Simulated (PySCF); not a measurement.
N: ionisation energy

N [He] 2s2 2p3 (4S) → N+ [He] 2s2 2p2 (3P), as a difference of total energies. All numbers are calculated (PySCF 2.14, the spin-free X2C one-electron Hamiltonian (Gaussian nucleus), in dyall-av3z). Correlated levels: valence: 1s2 frozen; virtual orbitals above 40 to 60 times the deepest correlated orbital energy dropped. The calculations carry no spin-orbit coupling.

```json
{"method": "UHF", "ionisation energy (eV)": "13.889"}
{"method": "MP2 (valence)", "ionisation energy (eV)": "14.580"}
{"method": "SCS-MP2 (valence)", "ionisation energy (eV)": "14.320"}
{"method": "CCSD (valence)", "ionisation energy (eV)": "14.439"}
{"method": "CCSD(T) (valence)", "ionisation energy (eV)": "14.466"}
```

**Question.** How much does correlation contribute at CCSD(T) (valence)?

**Answer.** 14.466 − (13.889) = 0.577 eV, measured against UHF.

A first-order spin-orbit estimate (lowest level to lowest level, LS coupling) adds -0.012 eV.

Errors of the correlated levels include the incompleteness of this basis and the frozen core.

For comparison: 14.534 eV (measured; NIST Atomic Spectra Database, ionization energies).
